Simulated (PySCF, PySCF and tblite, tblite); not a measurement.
# C4H7F: telling isomers apart by computed NMR

Aim: see whether computed shieldings tell isomers of C4H7F apart.

Computed with tblite 0.8.0 (tight binding) and PySCF 2.14.0 (DFT, with response routines of our own); each step states its level. Atoms count from 0 throughout.

## 1. The molecule as given

12 atoms, charge 0, multiplicity 1; geometry from: MMFF94s geometry. This is the first candidate.

Bonds of the start (Å): C0–C1 1.49, C0–H5 1.10, C0–H6 1.08, C0–H7 1.10, C1–C2 1.36, C1–H8 1.08, C2–C3 1.48, C2–F4 1.35, C3–H10 1.09, C3–H11 1.10, C3–H9 1.10.

## 2. GFN2-xTB relaxation, isomer A, conformer 1

Job settings and geometry (Å):

```
{"job": {"xc": "GFN2-xTB", "basis": "xTB", "kind": "relax"}, "charge": 0, "multiplicity": 1}
C     -1.608500    -0.336700     0.040600
C     -0.638300     0.791000    -0.034900
C      0.715000     0.711200    -0.042300
C      1.549000    -0.509100    -0.015000
F      1.366200     1.894100    -0.101800
H     -2.276500    -0.302400    -0.837900
H     -1.152600    -1.318300     0.072900
H     -2.234000    -0.219300     0.938800
H     -1.066100     1.779600    -0.060100
H      0.969100    -1.443300     0.048800
H      2.173700    -0.561900    -0.904100
H      2.204200    -0.485500     0.869000
```

Command:

```bash
$ OMP_NUM_THREADS=1 python ens_run.py task.json out
```

One launch serves the whole session.

The program printed:

```text
step      E/eV     max force
  0    -458.22735    2.594
  1    -458.25592    2.250
  2    -458.28910    0.401
  3    -458.29466    0.346
  4    -458.30426    0.131
  5    -458.30546    0.102
  6    -458.30722    0.079
  7    -458.30766    0.071
  8    -458.30811    0.067
  9    -458.30835    0.063
 10    -458.30859    0.051
 11    -458.30875    0.034
 12    -458.30875    0.034
 13    -458.30882    0.031
 14    -458.30893    0.039
 15    -458.30897    0.027
 16    -458.30902    0.022
 17    -458.30906    0.020
 18    -458.30909    0.017
 19    -458.30913    0.021
 20    -458.30916    0.013
 21    -458.30917    0.010
 22    -458.30918    0.012
 23    -458.30920    0.017
 24    -458.30922    0.013
 25    -458.30923    0.010
 26    -458.30923    0.009
 27    -458.30924    0.009
 28    -458.30924    0.010
 29    -458.30925    0.008
 30    -458.30925    0.006
 31    -458.30926    0.005
 32    -458.30926    0.004
 33    -458.30926    0.002
```

It took 0.15 s on 1 thread of Intel Xeon at 2.70GHz, shared host.

Relaxing gained 0.082 eV and moved the atoms by 0.03 Å on average (rms).

## 3. DFT optimisation, isomer A, start 1: PBE0-D3(BJ)/def2-SVP

Job settings and geometry (Å):

```
{"job": {"kind": "geom", "xc": "PBE0", "basis": "def2-SVP", "d3": "d3bj", "grid": 1, "maxiter": 40}, "charge": 0, "multiplicity": 1}
C     -1.627680    -0.330720     0.040491
C     -0.643499     0.787184    -0.025154
C      0.674540     0.681001    -0.043668
C      1.560123    -0.515566    -0.006829
F      1.398382     1.836350    -0.106843
H     -2.284285    -0.295203    -0.828365
H     -1.144940    -1.302394     0.071625
H     -2.250551    -0.222203     0.927960
H     -1.066912     1.781815    -0.060847
H      0.982664    -1.431375     0.044407
H      2.185711    -0.533888    -0.898991
H      2.217646    -0.455688     0.860186
```

The program printed:

```text
step   0  E = -255.99027948  max force = 0.018437
step   1  E = -255.99167479  max force = 0.003286
step   2  E = -255.99170135  max force = 0.001112
step   3  E = -255.99169642  max force = 0.000860
step   4  E = -255.99170546  max force = 0.000241
optimisation converged
```

It took 32 s on 1 thread of Intel Xeon at 2.70GHz, shared host; peak memory 0.45 GiB.

Relaxing gained 0.039 eV and moved the atoms by 0.02 Å on average (rms).

## 4. Shieldings, isomer A, conformer 1: WP04/pcSseg-1 in chloroform

Job settings and geometry (Å):

```
{"job": {"xc": "WP04", "basis": "pcSseg-1", "solvent": "chloroform", "kind": "nmr", "pop": true}, "charge": 0, "multiplicity": 1}
C     -1.505793    -0.301432     0.167360
C     -0.517148     0.813280     0.092012
C      0.812548     0.705530     0.071490
C      1.673171    -0.503949     0.116705
F      1.546825     1.831491     0.000366
H     -2.183620    -0.290719    -0.702344
H     -1.029065    -1.290750     0.203157
H     -2.143386    -0.207425     1.062159
H     -0.907723     1.835210     0.048275
H      1.082740    -1.425850     0.170388
H      2.313924    -0.546440    -0.778516
H      2.341461    -0.461272     0.991611
```

The program printed:

```text
coarse grid: 9776 points
cycle   1  E = -262.0364808414  dE =  3.629e-01  |g| = 8.184e-01  |ddm| = 3.042e+00
cycle   2  E = -261.9424923701  dE =  9.399e-02  |g| = 1.109e+00  |ddm| = 1.243e+00
cycle   3  E = -262.1538995699  dE = -2.114e-01  |g| = 1.497e-01  |ddm| = 7.541e-01
cycle   4  E = -262.1588337032  dE = -4.934e-03  |g| = 3.981e-02  |ddm| = 1.282e-01
cycle   5  E = -262.1591474577  dE = -3.138e-04  |g| = 1.898e-02  |ddm| = 3.873e-02
cycle   6  E = -262.1592259580  dE = -7.850e-05  |g| = 3.874e-03  |ddm| = 1.587e-02
cycle   7  E = -262.1592291851  dE = -3.227e-06  |g| = 9.558e-04  |ddm| = 3.131e-03
final grid: 94040 points
cycle   8  E = -262.2134478300  dE = -4.280e-05  |g| = 8.437e-03  |ddm| = 2.508e-02
cycle   9  E = -262.2134337322  dE =  1.410e-05  |g| = 1.214e-02  |ddm| = 1.341e-02
cycle  10  E = -262.2134637049  dE = -2.997e-05  |g| = 1.477e-03  |ddm| = 8.144e-03
cycle  11  E = -262.2134640837  dE = -3.788e-07  |g| = 2.656e-04  |ddm| = 1.160e-03
cycle  12  E = -262.2134640925  dE = -8.790e-09  |g| = 1.831e-04  |ddm| = 2.950e-04
cycle  13  E = -262.2134641004  dE = -7.885e-09  |g| = 2.810e-05  |ddm| = 1.369e-04
cycle  14  E = -262.2134641006  dE = -1.727e-10  |g| = 8.753e-06  |ddm| = 2.519e-05
converged SCF energy = -262.2134641006

GIAO shielding tensors (ppm)
atom      isotropic    diamagn.    paramagn.     s11        s22        s33       span
  0 C      157.177     249.379     -92.202    145.984    155.498    170.050     24.067
  1 C       62.921     258.988    -196.067    -33.143     81.132    140.773    173.916
  2 C        5.058     255.465    -250.407    -93.405     52.377     56.202    149.606
  3 C      156.410     250.920     -94.510    145.016    152.193    172.022     27.006
  4 F      282.449     480.826    -198.377    200.804    311.585    334.960    134.156
  5 H       29.808      29.117       0.691     25.934     27.500     35.990     10.056
  6 H       29.924      32.253      -2.328     25.853     30.331     33.590      7.737
  7 H       29.806      28.697       1.110     25.932     27.497     35.989     10.057
  8 H       26.598      31.294      -4.696     24.018     26.162     29.614      5.595
  9 H       29.434      32.052      -2.618     25.032     29.909     33.359      8.327
 10 H       29.715      28.589       1.127     26.262     27.496     35.388      9.126
 11 H       29.710      28.124       1.587     26.261     27.481     35.389      9.128
```

Wall time 15 s (1 thread of Intel Xeon at 2.70GHz, shared host); peak memory 0.68 GiB.

In short: HOMO -8.01 eV, LUMO -1.43 eV; dipole 2.24 D.

## 5. Single-point energy, isomer A, conformer 1: B3LYP/def2-TZVP in chloroform

Changed since step 4:

```diff
@@ -1,2 +1,2 @@
-{"job": {"xc": "WP04", "basis": "pcSseg-1", "solvent": "chloroform", "kind": "nmr", "pop": true}, "charge": 0, "multiplicity": 1}
+{"job": {"xc": "B3LYP", "basis": "def2-TZVP", "solvent": "chloroform", "kind": "sp"}, "charge": 0, "multiplicity": 1}
 C     -1.505793    -0.301432     0.167360
```

The program printed:

```text
coarse grid: 9776 points
cycle   1  E = -256.5162052156  dE =  4.030e-01  |g| = 5.702e-01  |ddm| = 2.568e+00
cycle   2  E = -256.4715048776  dE =  4.470e-02  |g| = 7.680e-01  |ddm| = 1.001e+00
cycle   3  E = -256.5780796797  dE = -1.066e-01  |g| = 9.388e-02  |ddm| = 5.876e-01
cycle   4  E = -256.5798245113  dE = -1.745e-03  |g| = 3.784e-02  |ddm| = 8.362e-02
cycle   5  E = -256.5801564175  dE = -3.319e-04  |g| = 9.218e-03  |ddm| = 2.899e-02
cycle   6  E = -256.5801694074  dE = -1.299e-05  |g| = 4.340e-03  |ddm| = 8.744e-03
cycle   7  E = -256.5801733232  dE = -3.916e-06  |g| = 4.177e-04  |ddm| = 2.966e-03
final grid: 94040 points
cycle   8  E = -256.5768335749  dE = -5.581e-05  |g| = 6.094e-03  |ddm| = 5.013e-02
cycle   9  E = -256.5768280386  dE =  5.536e-06  |g| = 8.108e-03  |ddm| = 8.230e-03
cycle  10  E = -256.5768413564  dE = -1.332e-05  |g| = 1.115e-03  |ddm| = 5.176e-03
cycle  11  E = -256.5768415412  dE = -1.849e-07  |g| = 2.708e-04  |ddm| = 1.072e-03
cycle  12  E = -256.5768415545  dE = -1.324e-08  |g| = 9.396e-05  |ddm| = 2.314e-04
cycle  13  E = -256.5768415563  dE = -1.844e-09  |g| = 3.534e-05  |ddm| = 7.721e-05
cycle  14  E = -256.5768415566  dE = -2.879e-10  |g| = 5.296e-06  |ddm| = 2.243e-05
converged SCF energy = -256.5768415566
```

It took 19 s on 1 thread of Intel Xeon at 2.70GHz, shared host; peak memory 0.89 GiB.

In short: HOMO -6.57 eV, LUMO 0.55 eV; dipole 2.04 D.

## 6. Couplings, isomer A, conformer 1: B3LYP/pcJ-1

Changed since step 5:

```diff
@@ -1,2 +1,2 @@
-{"job": {"xc": "B3LYP", "basis": "def2-TZVP", "solvent": "chloroform", "kind": "sp"}, "charge": 0, "multiplicity": 1}
+{"job": {"xc": "B3LYP", "basis": "pcJ-1", "kind": "j"}, "charge": 0, "multiplicity": 1}
 C     -1.505793    -0.301432     0.167360
```

The program printed:

```text
coarse grid: 9776 points
cycle   1  E = -256.3734838706  dE =  3.813e-01  |g| = 5.597e-01  |ddm| = 2.686e+00
cycle   2  E = -256.3292656696  dE =  4.422e-02  |g| = 7.544e-01  |ddm| = 8.778e-01
cycle   3  E = -256.4326243260  dE = -1.034e-01  |g| = 1.024e-01  |ddm| = 5.075e-01
cycle   4  E = -256.4346640080  dE = -2.040e-03  |g| = 4.956e-02  |ddm| = 1.149e-01
cycle   5  E = -256.4352266188  dE = -5.626e-04  |g| = 1.285e-02  |ddm| = 4.080e-02
cycle   6  E = -256.4352547303  dE = -2.811e-05  |g| = 4.176e-03  |ddm| = 1.151e-02
cycle   7  E = -256.4352582539  dE = -3.524e-06  |g| = 5.041e-04  |ddm| = 3.213e-03
final grid: 94040 points
cycle   8  E = -256.4793792921  dE = -1.072e-04  |g| = 6.413e-03  |ddm| = 1.646e-02
cycle   9  E = -256.4793717672  dE =  7.525e-06  |g| = 9.074e-03  |ddm| = 9.830e-03
cycle  10  E = -256.4793876095  dE = -1.584e-05  |g| = 1.059e-03  |ddm| = 6.176e-03
cycle  11  E = -256.4793877442  dE = -1.347e-07  |g| = 5.520e-04  |ddm| = 1.166e-03
cycle  12  E = -256.4793878014  dE = -5.715e-08  |g| = 1.499e-04  |ddm| = 4.416e-04
cycle  13  E = -256.4793878066  dE = -5.194e-09  |g| = 2.045e-05  |ddm| = 1.126e-04
cycle  14  E = -256.4793878067  dE = -9.214e-11  |g| = 5.838e-06  |ddm| = 2.074e-05
converged SCF energy = -256.4793878067

Indirect spin-spin couplings (Hz)
  i      j    bonds     total        FC       PSO       DSO        SD
  0 C    1 C    1     51.028    51.981    -1.138     0.185         -
  0 C    2 C    2      4.997     5.134    -0.126    -0.011         -
  0 C    3 C    3      1.900     2.001    -0.096    -0.005         -
  0 C    4 F    3      6.347     7.878    -2.026    -0.354     0.850
  0 C    5 H    1    134.364   132.558     1.232     0.574         -
  0 C    6 H    1    131.136   129.327     1.183     0.625         -
  0 C    7 H    1    134.357   132.551     1.232     0.574         -
  0 C    8 H    2      3.234     3.317     0.240    -0.323         -
  0 C    9 H    4      1.225     1.238    -0.227     0.215         -
  0 C   10 H    4     -0.973    -0.933     0.187    -0.228         -
  0 C   11 H    4     -1.001    -0.961     0.185    -0.226         -
  1 C    2 C    1     95.823   104.758    -9.206     0.272         -
  1 C    3 C    2      7.523     7.819    -0.248    -0.048         -
  1 C    4 F    2     26.294    33.550   -18.997    -0.216    11.956
  1 C    5 H    2     -7.693    -7.673     0.142    -0.163         -
  1 C    6 H    2     -4.775    -4.598     0.006    -0.183         -
  1 C    7 H    2     -7.710    -7.692     0.144    -0.163         -
  1 C    8 H    1    159.520   157.953     0.663     0.904         -
  1 C    9 H    3      0.763     1.092    -0.322    -0.006         -
  1 C   10 H    3      5.368     5.400     0.348    -0.380         -
  1 C   11 H    3      5.375     5.407     0.346    -0.378         -
  2 C    3 C    1     57.093    58.594    -1.753     0.253         -
  2 C    4 F    1   -315.800  -310.474    -8.129     0.826     1.977
  2 C    5 H    3      8.771     8.843     0.204    -0.276         -
  2 C    6 H    3      5.693     5.977    -0.420     0.136         -
  2 C    7 H    3      8.745     8.819     0.201    -0.274         -
  2 C    8 H    2     -8.471    -6.702    -1.558    -0.211         -
  2 C    9 H    2      1.922     2.126    -0.195    -0.008         -
  2 C   10 H    2    -10.757   -10.707    -0.033    -0.017         -
  2 C   11 H    2    -10.750   -10.700    -0.032    -0.017         -
  3 C    4 F    2     29.973    35.482    -5.571    -0.138     0.199
  3 C    5 H    4     -1.533    -1.496     0.185    -0.221         -
  3 C    6 H    4      0.206     0.174    -0.199     0.232         -
  3 C    7 H    4     -1.550    -1.514     0.183    -0.219         -
  3 C    8 H    3      5.243     5.356     0.405    -0.517         -
  3 C    9 H    1    134.127   132.313     1.132     0.682         -
  3 C   10 H    1    134.832   133.007     1.150     0.675         -
  3 C   11 H    1    134.878   133.053     1.151     0.675         -
  4 F    5 H    4      6.625     6.448     1.286    -1.199     0.091
  4 F    6 H    4     -3.288    -1.320    -0.536    -1.288    -0.144
  4 F    7 H    4      6.695     6.511     1.288    -1.199     0.094
  4 F    8 H    3     20.889    25.570    -3.666     0.046    -1.062
  4 F    9 H    3     48.551    49.953     0.639    -2.163     0.122
  4 F   10 H    3      0.627     0.266     0.938    -0.338    -0.239
  4 F   11 H    3      0.368    -0.005     0.954    -0.349    -0.232
  5 H    6 H    2    -14.658   -14.736     2.585    -2.508         -
  5 H    7 H    2    -19.758   -19.856     2.645    -2.546         -
  5 H    8 H    3      4.958     5.043     0.662    -0.747         -
  5 H   10 H    5      3.339     3.437     0.729    -0.827         -
  5 H   11 H    5      4.277     4.375     1.269    -1.367         -
  6 H    7 H    2    -14.677   -14.755     2.585    -2.507         -
  6 H    8 H    3     15.667    15.771     2.719    -2.822         -
  6 H    9 H    5     -0.326    -0.622    -2.863     3.159         -
  7 H    8 H    3      4.878     4.964     0.673    -0.759         -
  7 H   10 H    5      4.277     4.376     1.269    -1.367         -
  7 H   11 H    5      3.426     3.523     0.717    -0.815         -
  8 H    9 H    4      0.222     0.413     1.627    -1.818         -
  8 H   10 H    4     -2.409    -2.271     1.603    -1.741         -
  8 H   11 H    4     -2.456    -2.319     1.600    -1.738         -
  9 H   10 H    2    -14.504   -14.610     2.586    -2.480         -
  9 H   11 H    2    -14.528   -14.635     2.586    -2.479         -
 10 H   11 H    2    -19.582   -19.730     2.498    -2.349         -
```

It took 44 s on 1 thread of Intel Xeon at 2.70GHz, shared host; peak memory 0.91 GiB.

In short: HOMO -6.61 eV, LUMO 0.54 eV; dipole 1.72 D.

[end of part 1 of 3]
